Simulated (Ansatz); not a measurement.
Total energies of the cluster Na3⁻ from Ansatz at PBE0/def2-TZVPD, gas phase (1 Eh = 27.2114 eV = 2625.5 kJ/mol). The reference geometry is relaxed at PBE0/def2-TZVPD.

```csv
atom,x (Å),y (Å),z (Å)
Na1,0.0001,0.0004,0.0014
Na2,3.2785,0.9915,-0.2548
Na3,-3.2785,-0.9919,0.2534
```

| state | geometry | energy (Eh) |
| --- | --- | --- |
| charge -1 singlet | reference | -486.60085 |
| charge 0 doublet | reference | -486.56173 |
| charge -1 triplet | relaxed at PBE0/def2-TZVPD | -486.58088 |
| charge -1 quintet | relaxed at PBE0/def2-TZVPD | -486.53880 |

(1) Work out the vertical ionisation energy to the doublet.

(2) Which of the charge -1 states is lowest, and how far above it are the others?

(1) E(charge 0 doublet) − E(charge -1 singlet) = -486.56173 − (-486.60085) = 0.03912 Eh = 1.06 eV. For comparison, −ε of the highest occupied level is 0.14 eV at this level, 0.92 eV less.

(2) The singlet. triplet: -486.58088 − (-486.60085) = 0.01997 Eh = 52.4 kJ/mol; quintet: -486.53880 − (-486.60085) = 0.06205 Eh = 162.9 kJ/mol. The quintet has fallen apart, so its energy is that of loose fragments and no spin gap. The quintet differs in its bonds from the reference.

At PBE0/def2-TZVPD the highest occupied level of the charge -1 triplet lies above zero (up to 0.25 eV). It is a level of α spin, whose loss leaves a doublet; that state wasn't run at this geometry and level. The electron is either unbound and held by the finite basis, or the level is raised by self-interaction error. At PBE0/def2-TZVPD the highest occupied level of the charge -1 quintet lies above zero (up to 0.45 eV). It is a level of α spin, whose loss leaves a quartet; that state wasn't run at this geometry and level. The electron is either unbound and held by the finite basis, or the level is raised by self-interaction error. 

The structure comes from a short search, and lower isomers may exist.
